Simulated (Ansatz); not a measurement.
Reaction: H2O (oxidane, SMILES O) → HO (SMILES [OH], doublet) + H (doublet) (the H-O bond breaks)
Each species at its own B3LYP-D3(BJ)/def2-TZVP minimum (Ansatz, a quantum-chemistry and plane-wave program).

Wanted: bond dissociation energy (electronic), in kcal/mol. Open shells are spin-unrestricted; no spin-orbit coupling. CBS(X,Y): correlation extrapolated as X^-3, Hartree-Fock from the larger set (Q,5: extrapolated as (X+1)exp(-9√X)). A bracket is a step between two methods taken in the basis named. The functionals are non-relativistic, so their misses hold any scalar relativity. Double hybrids freeze cores in their MP2 part. 'core' is core correlation in cc-pwCVTZ, 'X2C' scalar relativity in cc-pVTZ-DK, both at CCSD(T). Full CI freezes restricted core orbitals, also for open shells; the composite that ends in it estimates full CI at the basis-set limit. For partners of very few electrons the exact lower level stands in for a higher one.

CCSD(T)/CBS(cc-pVQZ,cc-pV5Z) + [CCSDT(Q) - CCSD(T)]/cc-pV5Z + [FCI - CCSDT(Q)]/cc-pVDZ + core + X2C (Ansatz) gives 125.8 kcal/mol.

### Question
How far off this value is PBE/def2-TZVPD (Ansatz), in which direction, and which of these levels come nearer: r2SCAN/def2-TZVPD, PBE0/def2-TZVPD, B2PLYP/def2-TZVPD, CCSD(T)/CBS(cc-pVQZ,cc-pV5Z) + core + X2C?

### Answer
PBE gives 123.7 kcal/mol, 2.1 kcal/mol below it. Differences of the others: r2SCAN/def2-TZVPD (Ansatz) -5.2; PBE0/def2-TZVPD (Ansatz) -5.2; B2PLYP/def2-TZVPD (Ansatz) -3.7; CCSD(T)/CBS(cc-pVQZ,cc-pV5Z) + core + X2C (Ansatz) 0.0 kcal/mol. Nearer than PBE: CCSD(T)/CBS(cc-pVQZ,cc-pV5Z) + core + X2C.
